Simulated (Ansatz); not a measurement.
A made-up structure of MgSiNH₅, closed shell:

```xyz
8
angstrom
N -1.0503 0.5141 -0.6793
Si 0.4938 0.4747 0.0991
Mg 0.3977 -1.5138 0.9323
H -1.3933 -0.2166 -1.4003
H -1.1771 1.2835 -0.9589
H 0.5620 1.5631 1.2721
H 1.8352 0.7177 -0.7533
H 0.3319 -2.8228 1.4883
```

It is relaxed with PBE-D4/def2-SVP and then PBE0-D4/def2-TZVP (Ansatz 0.2.0). Atoms count as bonded within 1.22 times the sum of their covalent radii (H–H: 0.88 Å). The end point is not checked to be a true minimum.

Problem. Does its bonding change? (Judge from chemistry; the calculation decides.)

Solution. By the calculation: No: no bond forms or breaks.

Where it ends: The first stage lowers the energy by 3.17 eV in 8 steps. It ends as MgSiNH₅ ([NH2][SiH2][MgH]):
```xyz
8
angstrom
N -1.0501 0.7463 -0.8013
Si 0.4423 0.4887 0.0641
Mg 0.5024 -1.8639 1.1511
H -1.3563 0.0406 -1.4519
H -1.2275 1.6621 -1.1874
H 0.4815 1.5572 1.1129
H 1.6679 0.7827 -0.7612
H 0.5398 -3.4137 1.8736
```

Labels in which every atom is bracketed show which atoms are joined, not bond orders.

For scale, one of the runs: PBE0-D4/def2-TZVP relaxation, 130 basis functions, launched by `ansatz run in.yaml --threads 2 --pin off --events-out ev --progress --plain --max-ram 4352MiB`. Hardware: 2 CPU threads of an AMD EPYC 9R45, shared host. Wall time about 8 s.
